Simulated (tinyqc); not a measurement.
Worked calculation: coupled-perturbed Hartree-Fock on RHF in the sto-3g basis, for CH3+, spin multiplicity 1. One step of it, computed by the program tinyqc.

Problem. Coupled step 1. U_ai = -(mu_ai + sum_bj [4 (ai|bj) - (ab|ij) - (aj|bi)] U_bj) / (e_a - e_i); alpha = -4 sum U_ai mu_ai.

uncoupled U:
```
,i1,i2,i3,i4
a5,0.000000,0.000000,0.000000,0.015155
a6,0.000000,0.000000,0.000000,0.516096
a7,-0.006502,0.131164,-0.466922,0.000000
a8,0.000000,0.000000,0.000000,-0.464616
```

dipole integrals <a|y|i> (bohr):
```
,i1,i2,i3,i4
a5,0.000000,0.000000,0.000000,-0.011157
a6,0.000000,0.000000,0.000000,-0.670491
a7,0.077888,-0.220177,0.634850,0.000000
a8,0.000000,0.000000,0.000000,0.631915
```

orbital energies (hartree): MO1 -11.617730, MO2 -1.318079, MO3 -0.999090, MO4 -0.998848, MO5 -0.262696, MO6 0.300310, MO7 0.360558, MO8 0.361233

Two-electron integrals over orbitals (pq|rs), unique and non-zero (hartree):
```
p,q,r,s,(pq|rs)
1,1,1,1,3.505290
2,1,1,1,-0.310775
2,1,2,1,0.043394
2,2,1,1,0.744689
2,2,2,1,-0.011016
2,2,2,2,0.531459
3,1,1,1,0.000073
3,1,2,1,-0.000007
3,1,2,2,0.000014
3,1,3,1,0.010972
3,2,1,1,0.000019
3,2,2,1,0.000006
3,2,2,2,0.000096
3,2,3,1,0.017199
3,2,3,2,0.124006
3,3,1,1,0.682804
3,3,2,1,-0.005189
3,3,2,2,0.520303
3,3,3,1,0.003290
3,3,3,2,0.043473
3,3,3,3,0.561494
4,1,4,1,0.010972
4,2,4,1,0.017194
4,2,4,2,0.123916
4,3,4,1,-0.003302
4,3,4,2,-0.043549
4,3,4,3,0.041267
4,4,1,1,0.682745
4,4,2,1,-0.005191
4,4,2,2,0.520204
4,4,3,1,-0.003298
4,4,3,2,-0.043530
4,4,3,3,0.479093
4,4,4,4,0.561491
5,1,1,1,-0.027747
5,1,2,1,0.003307
5,1,2,2,-0.002842
5,1,3,1,-1.06e-06
5,1,3,2,-1.08e-07
5,1,3,3,-0.001129
5,1,4,4,-0.001129
5,1,5,1,0.021922
5,2,1,1,0.013437
5,2,2,1,-0.001421
5,2,2,2,-0.004371
5,2,3,1,2.19e-07
5,2,3,2,-8.59e-09
5,2,3,3,-0.000321
5,2,4,4,-0.000320
5,2,5,1,0.024955
5,2,5,2,0.100372
5,3,1,1,-0.000012
5,3,2,1,7.23e-07
5,3,2,2,-2.89e-06
5,3,3,1,0.000732
5,3,3,2,-0.000435
5,3,3,3,-0.001623
5,3,4,4,0.001618
5,3,5,1,-0.000007
5,3,5,2,-0.000019
5,3,5,3,0.025778
5,4,4,1,0.000732
5,4,4,2,-0.000433
5,4,4,3,0.001621
5,4,5,4,0.025774
5,5,1,1,0.850652
5,5,2,1,-0.009843
5,5,2,2,0.558988
5,5,3,1,1.86e-06
5,5,3,2,0.000011
5,5,3,3,0.523631
5,5,4,4,0.523593
5,5,5,1,0.003441
5,5,5,2,0.020086
5,5,5,3,-0.000011
5,5,5,5,0.673297
6,1,1,1,-0.285710
6,1,2,1,0.040698
6,1,2,2,-0.009345
6,1,3,1,-0.000072
6,1,3,2,-0.000088
6,1,3,3,-0.004234
6,1,4,4,-0.004204
6,1,5,1,0.001090
6,1,5,2,-0.003449
6,1,5,3,-3.36e-06
6,1,5,5,-0.007295
6,1,6,1,0.038426
6,2,1,1,0.259780
6,2,2,1,-0.010161
6,2,2,2,0.079288
6,2,3,1,-0.000041
6,2,3,2,-0.000086
6,2,3,3,0.058104
6,2,4,4,0.057960
6,2,5,1,-0.003357
6,2,5,2,-0.003985
6,2,5,3,-0.000020
6,2,5,5,0.128152
6,2,6,1,-0.008411
6,2,6,2,0.072036
6,3,1,1,-0.001207
6,3,2,1,0.000031
6,3,2,2,-0.000427
6,3,3,1,0.005291
6,3,3,2,-0.024900
6,3,3,3,-0.030217
6,3,4,4,0.029577
6,3,5,1,-3.92e-07
6,3,5,2,-0.000038
6,3,5,3,0.002314
6,3,5,5,-0.000584
6,3,6,1,-0.000005
6,3,6,2,-0.000490
6,3,6,3,0.053443
6,4,4,1,0.005262
6,4,4,2,-0.025258
6,4,4,3,0.030025
6,4,5,4,0.002329
6,4,6,4,0.053875
6,5,1,1,-0.020339
6,5,2,1,-0.000453
6,5,2,2,-0.012317
6,5,3,1,-0.000007
6,5,3,2,-0.000047
6,5,3,3,-0.006256
6,5,4,4,-0.006220
6,5,5,1,0.021512
6,5,5,2,0.070888
6,5,5,3,-0.000098
6,5,5,5,-0.003041
6,5,6,1,-0.002438
6,5,6,2,-0.013359
6,5,6,3,0.000036
6,5,6,5,0.058095
6,6,1,1,0.649513
6,6,2,1,-0.010102
6,6,2,2,0.479986
6,6,3,1,-0.000117
6,6,3,2,-0.000899
6,6,3,3,0.479291
6,6,4,4,0.480074
6,6,5,1,-0.005808
6,6,5,2,-0.016086
6,6,5,3,0.000029
6,6,5,5,0.488799
6,6,6,1,-0.008055
6,6,6,2,0.037217
6,6,6,3,0.000220
6,6,6,5,-0.015818
6,6,6,6,0.476705
7,1,4,1,0.014968
7,1,4,2,0.021131
7,1,4,3,-0.003338
7,1,5,4,0.001053
7,1,6,4,0.007043
7,1,7,1,0.020550
7,2,4,1,0.010159
7,2,4,2,0.014423
7,2,4,3,0.021751
7,2,5,4,0.004853
7,2,6,4,0.042537
7,2,7,1,0.013218
7,2,7,2,0.047955
7,3,4,1,0.004211
7,3,4,2,0.051107
7,3,4,3,-0.013964
7,3,5,4,-0.001734
7,3,6,4,-0.026456
7,3,7,1,0.005556
7,3,7,2,-0.005190
7,3,7,3,0.038314
7,4,1,1,0.258469
7,4,2,1,-0.006358
7,4,2,2,0.083883
7,4,3,1,0.004215
7,4,3,2,0.051128
7,4,3,3,0.081967
7,4,4,4,0.054124
7,4,5,1,0.000316
7,4,5,2,0.009200
7,4,5,3,-0.001736
7,4,5,5,0.121583
7,4,6,1,-0.005252
7,4,6,2,0.071956
7,4,6,3,-0.026535
7,4,6,5,-0.003521
7,4,6,6,0.033247
7,4,7,4,0.117487
7,5,4,1,0.001741
7,5,4,2,0.011023
7,5,4,3,-0.004030
7,5,5,4,0.018058
7,5,6,4,-0.003697
7,5,7,1,0.002280
7,5,7,2,0.001637
7,5,7,3,0.004914
7,5,7,5,0.019016
7,6,4,1,0.014168
7,6,4,2,0.109002
7,6,4,3,-0.048895
7,6,5,4,-0.003088
7,6,6,4,-0.048056
7,6,7,1,0.017844
7,6,7,2,-0.011333
7,6,7,3,0.057945
7,6,7,5,0.010075
7,6,7,6,0.124572
7,7,1,1,0.717289
7,7,2,1,-0.008863
7,7,2,2,0.505041
7,7,3,1,0.000387
7,7,3,2,-0.030756
7,7,3,3,0.473493
7,7,4,4,0.541932
7,7,5,1,-0.000695
7,7,5,2,0.001342
7,7,5,3,0.003167
7,7,5,5,0.510609
7,7,6,1,-0.007204
7,7,6,2,0.050763
7,7,6,3,0.040503
7,7,6,5,-0.003327
7,7,6,6,0.486181
7,7,7,4,0.042049
7,7,7,7,0.554898
8,1,1,1,-0.001224
8,1,2,1,0.000179
8,1,2,2,-0.000026
8,1,3,1,0.014973
8,1,3,2,0.021142
8,1,3,3,0.003303
8,1,4,4,-0.003352
8,1,5,1,4.69e-06
8,1,5,2,-0.000014
8,1,5,3,0.001054
8,1,5,5,-0.000030
8,1,6,1,0.000079
8,1,6,2,-0.000092
8,1,6,3,0.007084
8,1,6,5,-0.000020
8,1,6,6,-0.000185
8,1,7,4,0.005539
8,1,7,7,0.001108
8,1,8,1,0.020566
8,2,1,1,0.001163
8,2,2,1,-0.000042
8,2,2,2,0.000351
8,2,3,1,0.010155
8,2,3,2,0.014360
8,2,3,3,-0.021517
8,2,4,4,0.022012
8,2,5,1,-0.000014
8,2,5,2,-0.000011
8,2,5,3,0.004855
8,2,5,5,0.000567
8,2,6,1,-0.000093
8,2,6,2,0.000140
8,2,6,3,0.042503
8,2,6,5,-0.000063
8,2,6,6,0.000246
8,2,7,4,-0.004875
8,2,7,7,0.031519
8,2,8,1,0.013217
8,2,8,2,0.047959
8,3,1,1,0.258480
8,3,2,1,-0.006362
8,3,2,2,0.083799
8,3,3,1,-0.004194
8,3,3,2,-0.051225
8,3,3,3,0.054044
8,3,4,4,0.082102
8,3,5,1,0.000317
8,3,5,2,0.009204
8,3,5,3,0.001734
8,3,5,5,0.121570
8,3,6,1,-0.005207
8,3,6,2,0.071933
8,3,6,3,0.025983
8,3,6,5,-0.003477
8,3,6,6,0.034206
8,3,7,4,0.045278
8,3,7,7,0.076286
8,3,8,1,-0.005558
8,3,8,2,0.005684
8,3,8,3,0.117678
8,4,4,1,0.004235
8,4,4,2,0.050997
8,4,4,3,-0.013829
8,4,5,4,-0.001722
8,4,6,4,-0.026228
8,4,7,1,0.005589
8,4,7,2,-0.004997
8,4,7,3,0.033685
8,4,7,5,0.004899
8,4,7,6,0.057734
8,4,8,4,0.038082
8,5,1,1,-0.000080
8,5,2,1,-1.45e-06
8,5,2,2,-0.000042
8,5,3,1,0.001742
8,5,3,2,0.011030
8,5,3,3,0.003994
8,5,4,4,-0.004050
8,5,5,1,0.000093
8,5,5,2,0.000312
8,5,5,3,0.018059
8,5,5,5,-0.000007
8,5,6,1,-0.000020
8,5,6,2,-0.000064
8,5,6,3,-0.003658
8,5,6,5,0.000170
8,5,6,6,-0.000150
8,5,7,4,0.004903
8,5,7,7,-0.002943
8,5,8,1,0.002281
8,5,8,2,0.001636
8,5,8,3,-0.004943
8,5,8,5,0.019021
8,6,1,1,-0.000225
8,6,2,1,-1.82e-06
8,6,2,2,9.11e-07
8,6,3,1,0.014173
8,6,3,2,0.108795
8,6,3,3,0.048397
8,6,4,4,-0.048658
8,6,5,1,-0.000022
8,6,5,2,-0.000074
8,6,5,3,-0.003060
8,6,5,5,-0.000053
8,6,6,1,-0.000080
8,6,6,2,-0.000030
8,6,6,3,-0.047259
8,6,6,5,-0.000097
8,6,6,6,-0.001053
8,6,7,4,0.057703
8,6,7,7,-0.048212
8,6,8,1,0.017860
8,6,8,2,-0.011114
8,6,8,3,-0.058070
8,6,8,5,0.010052
8,6,8,6,0.123761
8,7,4,1,0.000447
8,7,4,2,-0.030277
8,7,4,3,0.034058
8,7,5,4,0.003159
8,7,6,4,0.040729
8,7,7,1,0.001216
8,7,7,2,0.031246
8,7,7,3,-0.016814
8,7,7,5,-0.002888
8,7,7,6,-0.047951
8,7,8,4,-0.016628
8,7,8,7,0.041559
8,8,1,1,0.717476
8,8,2,1,-0.008869
8,8,2,2,0.505149
8,8,3,1,-0.000265
8,8,3,2,0.031679
8,8,3,3,0.542392
8,8,4,4,0.473089
8,8,5,1,-0.000695
8,8,5,2,0.001344
8,8,5,3,-0.003198
8,8,5,5,0.510688
8,8,6,1,-0.007201
8,8,6,2,0.051014
8,8,6,3,-0.041460
8,8,6,5,-0.003354
8,8,6,6,0.485407
8,8,7,4,0.076645
8,8,7,7,0.470645
8,8,8,1,-0.001021
8,8,8,2,-0.031169
8,8,8,3,0.041455
8,8,8,5,0.003000
8,8,8,6,0.049044
8,8,8,8,0.555800
```

Give: U after step 1; polarisability.

Solution.

U after step 1:
```
,i1,i2,i3,i4
a5,0.0000,0.0000,0.0000,0.0138
a6,0.0000,0.0000,0.0000,0.6220
a7,-0.0070,0.1713,-0.5610,0.0000
a8,0.0000,0.0000,0.0000,-0.5582
```

polarisability = 4.6571 bohr^3
